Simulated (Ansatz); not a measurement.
# CHAlO: the cost of one run

Computed with Ansatz 0.2.0, Gaussian basis. Level: def2-QZVPP, all electrons in the functionals, frozen cores in the correlation of double hybrids and RPA.

To be run: wB97M-V, B2PLYP, at charge 0, triplet; charge 0, singlet; charge 0, quintet; charge 1, doublet; charge 1, quartet.

2 further runs of the same task are left out: 2 set aside as unsound or not needed.

### Step 1. What is computed

The geometry is a PBE0/def2-TZVP stationary point (not a proven minimum).

4 atoms, charge 0, spin multiplicity 3.

Atoms are counted from 1 here; the program's logs count them from 0.

Bond lengths: Al1–C2 1.926 Å, Al1–H4 1.582 Å, C2–O3 1.150 Å. Angles: C2–Al1–H4 114.0°, Al1–C2–O3 172.0°.

No dispersion term is added; wB97M-V holds VV10 nonlocal correlation.

The geometry shown and the zero of energy belong to the point charge 0, triplet. The yardstick, UCCSD(T), and other wave-function levels (R restricted, U unrestricted, valence and pair active spaces) come from earlier runs.

### Step 2. wB97M-V, charge 0, triplet

The input, in.yaml:

```yaml
crystal:
  periodic: [false, false, false]
  atoms:
    - {symbol: Al, position_ang: [0.000000, -0.106146, 1.272497]}
    - {symbol: C, position_ang: [0.000000, 0.083663, -0.643702]}
    - {symbol: O, position_ang: [0.000000, 0.036255, -1.792225]}
    - {symbol: H, position_ang: [0.000000, 1.269000, 2.055591]}
basis:
  gaussian: {orbitals: "def2-QZVPP.json"}
magnetization: {spin_polarized: true, initial_magnetization: 2}
hamiltonian: {xc: {name: wB97M-V}}
output: {orbitals: {seedname: orbitals}}
```

The run is started by

```console
> ansatz run in.yaml --threads 1 --pin off --events-out ev --progress --plain --max-ram 2393MiB
```

**Question.** How long does this run take on 1 thread of Arm Neoverse V2, shared host, and how much memory does it need?

About 22 s, with a peak of 0.56 GiB.
